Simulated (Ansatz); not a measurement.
Two shapes of singlet C3H4.

Shape 1:

```xyz
7

C     0.0000    0.0000   -1.3078
C     0.0000    0.0000    0.0000
C     0.0000    0.0000    1.3078
H     0.0000   -0.9368   -1.8749
H     0.0000    0.9368   -1.8749
H    -0.9368    0.0000    1.8749
H     0.9368    0.0000    1.8749
```

Shape 2:

```xyz
7

C     0.0000    0.0000   -1.2031
C     0.0000    0.0000    0.0000
C     0.0000    0.0000    1.2031
H     0.0000   -0.8618   -1.7249
H     0.0000    0.8618   -1.7249
H    -0.8618    0.0000    1.7249
H     0.8618    0.0000    1.7249
```

Basis set: def2-TZVP (spherical functions). Left uncorrelated: 3 orbitals. Charge 0, multiplicity 1.

Computed with Ansatz (development build ahead of 0.2.0); each method stands on the lowest determinant of its kind that the runs found.

**Question.** Which shape is lower in energy, and by how much in each method?

**Answer.**

```
 method  E(2) − E(1) (eV)
    RHF             1.055
RHF-MP2             1.371
```

Shape 1 is lower. Caution: no unrestricted run beside it, a lower state can exist.
